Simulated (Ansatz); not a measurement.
Two isomers of C4H6O: A = `C/C=C/C=O`, B = `C=CCC=O`.

Isolated molecules relaxed with PBE0-D4/def2-TZVP in Ansatz; ΔE leaves out vibrations. CCSD(T)/CBS is the MP2 limit (def2-TZVPP, def2-QZVPP) plus CCSD(T) − MP2 in def2-TZVPP, frozen cores. DFT in def2-TZVPP. B3LYP here is the variant with VWN-RPA as its local correlation; programs differ in this. One conformer a species, not always the lowest.

Problem. Which is lower in electronic energy at CCSD(T)/CBS, and by how much? (Best estimate.)

Solution. Ansatz gave: A, by 6.6 kcal/mol.

Problem. Give E(B) − E(A) in kcal/mol with B3LYP-D4, B3LYP, PBE-D4, ωB97M-V, CCSD(T)/def2-TZVPP, CCSD/def2-TZVPP, HF/def2-TZVPP. (An estimate is asked.)

Solution. The calculation gave: B3LYP-D4 8.2, B3LYP 8.4, PBE-D4 8.8, ωB97M-V 6.7, CCSD(T)/def2-TZVPP 6.6, CCSD/def2-TZVPP 6.2, HF/def2-TZVPP 6.7. None reverses the order clearly.

Largest T1 diagnostic: 0.014.
